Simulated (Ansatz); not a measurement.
Born–Oppenheimer molecular dynamics of FH₃Si (5 atoms, charge 0, multiplicity 1). It starts at the highest image of a converged band, a first-order saddle point between two minima.

These are results of Ansatz, RKS PBE-D4/def2-SVP, not measurements.

- ensemble: NVE (velocity Verlet)
- time step: 0.5 fs
- steps asked: 200
- starting velocities drawn for: 300 K
- seed: 10616

First frame:

```xyz
5
Properties=species:S:1:pos:R:3
Si 0.182 0.000 -0.421
F 0.989 0.000 1.421
H 1.630 -0.001 0.484
H -0.778 1.172 -0.303
H -0.780 -1.171 -0.302
```

(1) How far do the bonds stretch over the last three quarters of this one trajectory? (Pairs bonded in most of those frames.)

## Answers

(1) 
```tsv
bond	mean (Å)	spread (Å)	shortest	longest
Si1–H4	1.544	0.021	1.51	1.58
Si1–H5	1.544	0.016	1.52	1.57
F2–H3	0.947	0.015	0.92	1.00
```

Mean temperature of the second half: 226 K. The conserved energy stayed within 0.044 meV per atom of its start (net change 0.012 meV per atom), so the integration is sound. A run of 0.1 ps of so small a system gives no equilibrium averages. The orbitals stay closed-shell, which can raise the energy where a bond breaks towards radicals; this wasn't checked here.

The run took 69 s on 1 thread of Intel(R) Xeon(R) 6975P-C (Granite Rapids), with other jobs on the host, peak memory 0.11 GiB.
